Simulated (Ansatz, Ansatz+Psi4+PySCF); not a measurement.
| atom | x (Å) | y (Å) | z (Å) |
| --- | --- | --- | --- |
| O | 0.0000 | 0.0000 | -1.6992 |
| C | 0.0000 | 0.0000 | -0.5205 |
| S | 0.0000 | 0.0000 | 1.0448 |

Basis set: cc-pVTZ on C, O; cc-pV(T+d)Z on S (spherical functions). Frozen core: 7 orbitals. Charge 0, multiplicity 1.

Computed with Ansatz (development build ahead of 0.2.0); free ground-state atoms in the same class of orbitals, no zero-point energy, no relativity.

The atomization energy of singlet COS from measured heats of formation, zero-point and thermal terms removed is 14.463 eV (G2/97 set, Curtiss et al., J. Chem. Phys. 106, 1063 (1997), as shipped with ASE); it holds spin-orbit and other relativistic effects.

Task: How far do RHF-CCSD(T), RHF-CCSD, RHF-MP2 miss it in this basis?

Result:

| method | atomization energy (eV) | computed − measured (eV) |
| --- | --- | --- |
| RHF-CCSD(T) | 13.943 | -0.520 |
| RHF-CCSD | 13.341 | -1.122 |
| RHF-MP2 | 14.870 | 0.407 |
